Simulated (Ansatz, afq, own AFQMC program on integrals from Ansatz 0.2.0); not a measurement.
# C$_{2}$H$_{2}$, singlet in cc-pVDZ, levels against CCSDT(Q)

```xyz
4

C     0.0000    0.0000    0.4881
C     0.0000    0.0000   -0.6515
H     0.0000   -0.8297    0.9730
H     0.0000    0.8297    0.9730
```

Connectivity, by distances: CH2–C.

Basis cc-pVDZ. Noble-gas cores (and the filled d shells of Ga–Kr and In–Xe) are frozen. Ansatz 0.2.0 and our own AFQMC program on the same integrals; the CISD trial comes from CCSD amplitudes, and released means the phaseless constraint is let go. Error bars are statistical, one sigma.

Determinant: UHF, the one that the program's search chose, which needn't be the lowest solution. The geometry is a point of a scan.

No full CI on the walks' own integrals is used here; CCSDT(Q) serves as the reference and is uncertain by about the last step of the cluster series.

Cautions: the determinant is a saddle point among determinants of its kind.

```
T1 diagnostic                               : 0.0136
weight of the determinant in the CISD state : 0.896
⟨S²⟩ of the determinant                     : 0.000
size of the correlated space                : 10 electrons in 36 orbitals
```

```
  level  correlation energy (eV)
    MP2                  -5.9469
   CCSD                  -6.7272
CCSD(T)                  -6.9387
```

Task: Estimate where AFQMC with the constraint released lies against CCSD(T) on the same integrals.

Result: 2.3 ± 1.2 kJ/mol below CCSD(T). The gap is under twice the noise, so this walk alone can't tell the two apart.

Reference: CCSDT(Q), correlation energy -6.972 eV. The released energy is read at 2.40 1/Eh (meV from the phaseless value at times in 1/Eh: -2 ± 11 at 0.24, -6 ± 11 at 0.51, -2 ± 9 at 0.99, -23 ± 12 at 1.62, -5 ± 13 at 2.40).

```json
{"level": "CCSD(T)", "E − E(reference) (kJ/mol)": "3.2", "share of correlation (%)": "99.52"}
{"level": "CCSDT", "E − E(reference) (kJ/mol)": "1.2", "share of correlation (%)": "99.83"}
{"level": "ph-AFQMC/CISD", "E − E(reference) (kJ/mol)": "1.4 ± 0.9", "share of correlation (%)": "99.79"}
{"level": "released AFQMC", "E − E(reference) (kJ/mol)": "0.9 ± 1.2", "share of correlation (%)": "99.87"}
```

A walk keeps the symmetry of its determinant, which the program's search chose and which needn't be the lowest solution, so a lower state of the same spin and another symmetry isn't excluded. Released energies are given only where the last usable release times agree within the noise; a slower fall can still hide under it.
